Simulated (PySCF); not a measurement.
Molecule: SMILES FF, F2.

Cartesian coordinates in Å; atom numbers follow the order of the lines, from 1:
```xyz
2

F    -0.3847    0.4865   -0.1570
F     0.4289   -0.5767    0.1631
```

Geometry PBE0-D3(BJ)/def2-SVP throughout; GIAO in PySCF 2.14, gas phase, one conformer, non-relativistic; equivalent atoms averaged; functional PBE0.

(1) How do the absolute shieldings σ depend on the basis set? (ppm; last column core-seconds on shared hosts with different chips, so compare them loosely)

(2) What range do the values span?

(3) Taking the largest basis, pcSseg-3 (144 functions), as the yardstick, rank the others by their worst heavy-atom deviation.

Results:

(1) 
```csv
basis set,functions,F1/F2,core-s
STO-3G,10,70.6,0.5
6-31G,18,-125.7,0.7
pcSseg-0,18,-170.5,0.4
6-31G*,28,-95.1,0.9
def2-SVP,28,-98.5,0.9
cc-pVDZ,28,-104.3,0.5
pcSseg-1,34,-142.6,0.4
aug-cc-pVDZ,46,-111.6,0.6
"6-311+G(2d,p)",54,-139.9,1.3
cc-pVTZ,60,-120.6,0.8
def2-TZVP,62,-132.2,1.7
IGLO-III,70,-148.0,0.8
pcSseg-2,72,-140.1,0.7
pcSseg-3,144,-142.4,2.6
```

(2) F1/F2 (fluorine bonded to F): from -170.5 ppm with pcSseg-0 to 70.6 ppm with STO-3G. 

(3) pcSseg-1 0.2 ppm (34 functions), pcSseg-2 2.3 ppm (72 functions), 6-311+G(2d,p) 2.5 ppm (54 functions), IGLO-III 5.6 ppm (70 functions), def2-TZVP 10.2 ppm (62 functions), 6-31G 16.7 ppm (18 functions), cc-pVTZ 21.8 ppm (60 functions), pcSseg-0 28.1 ppm (18 functions), aug-cc-pVDZ 30.8 ppm (46 functions), cc-pVDZ 38.1 ppm (28 functions), def2-SVP 43.9 ppm (28 functions), 6-31G* 47.3 ppm (28 functions), STO-3G 213.0 ppm (10 functions).

A small basis that lands close on one nucleus may do so by chance; judge by the trend and by all nuclei.
